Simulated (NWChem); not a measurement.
acetonitrile (C$_{2}$H$_{3}$N); SMILES CC#N

Computed with NWChem. The geometry was optimised at PBE0/def2-SVP. B3LYP is NWChem's, with the RPA form of VWN correlation. Solvent water, SMD (1 M gas to 1 M solution), gas-phase geometry.

Task: Taking B3LYP/aug-cc-pVTZ as the yardstick, which of these has the fewest basis functions while keeping “dipole in solution (D)” within 0.05 D of it: B3LYP/cc-pVDZ; B3LYP/aug-cc-pVDZ; B3LYP/cc-pVTZ?

Result: B3LYP/aug-cc-pVDZ (a larger set in the list lies outside the tolerance).
```tsv
level	basis functions	dipole in solution (D)	relative time (rough)
B3LYP/cc-pVDZ	57	4.82	1
B3LYP/aug-cc-pVDZ	96	5.39	2
B3LYP/cc-pVTZ	132	5.21	3
B3LYP/aug-cc-pVTZ	207	5.39	6
```

The yardstick is one finite set, not the basis-set limit.
